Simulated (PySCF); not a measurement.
C2H4O2, SMILES CC(=O)O (connectivity only; charge and spin as stated), charge +1, multiplicity 2. Atoms are numbered in the order given.

```xyz
8

C      0.3179     1.3561     0.0000
C     -0.0543    -0.0905     0.0000
O      0.8545    -0.9963     0.0000
O     -1.2788    -0.3453     0.0000
H     -0.5613     2.0169     0.0000
H      0.9227     1.5226     0.9110
H      0.9227     1.5226    -0.9110
H      0.5282    -1.9233     0.0000
```
Charge +1, spin multiplicity 2.

Geometry optimised at B3LYP-D3(BJ)/def2-SVP. The multiplicity is an assumed one; other spin states were not compared. The values are those of a single conformer.

Computed with PBE0/def2-TZVPD (PySCF).

Mulliken values depend strongly on the basis, most of all with diffuse functions as here. ESP charges are fitted to the potential on shells at 1.4 to 2.0 van der Waals radii. Atomic charges (e):

| atom | meta-Löwdin | Mulliken | ESP fit | Mulliken spin |
|---|---|---|---|---|
| C1 | [?] | -0.49 | -0.60 | 0.08 |
| C2 | [?] | 0.56 | 0.61 | -0.07 |
| O3 | [?] | -0.25 | -0.36 | 0.05 |
| O4 | 0.01 | -0.01 | -0.01 | 0.90 |
| H5 | 0.20 | 0.28 | 0.28 | 0.01 |
| H6 | 0.21 | 0.25 | 0.29 | 0.01 |
| H7 | 0.21 | 0.25 | 0.29 | 0.01 |
| H8 | 0.42 | 0.40 | 0.50 | 0.00 |

Task: Some entries are withheld; supply them. (An estimate is asked for; the answer gives what the named calculation found.)

Result: 
- C1, meta-Löwdin: -0.35
- C2, meta-Löwdin: 0.61
- O3, meta-Löwdin: -0.30
